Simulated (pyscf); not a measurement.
A first-order saddle from PySCF, ωB97X-D3(BJ)/def2-SVP:

```
C
C 1 1.2579
C 1 1.3428 2 133.57
C 3 1.2578 1 133.57 2 0.00
H 4 1.0835 3 152.43 1 179.99
H 2 1.0835 1 152.43 3 -179.99
H 4 1.5725 5 113.33 3 -180.00
H 7 0.9646 4 132.19 5 -179.99
```

Surface: singlet, charge 0. Lowest wavenumbers (cm⁻¹): 1348i, 413, 439, 548, 618.

Problem. What reaction is this the transition state of?

Solution. H₂C=C=C=CH₂ <-> HC≡C–C≡CH + hydrogen (H₂), an elimination read from left to right: C–H, C–H broken and H–H formed. At ωB97M-D3(BJ)/def2-TZVP it lies +379.1 kJ/mol from the left side and +202.4 kJ/mol from the right (each side as separated species at their lowest minima found). The same reactants have a lower exit, to :HC–CH=C=CH₂ [singlet] (barrier +306.6 kJ/mol at ωB97M-D3(BJ)/def2-TZVP, against +379.1 kJ/mol here). H₂C=C=C=CH₂ lies 30.3 kJ/mol over its isomer HC≡C–CH=CH₂ (electronic energy, ωB97M-D3(BJ)/def2-TZVP). One saddle was located; it need not be the lowest between these sides.
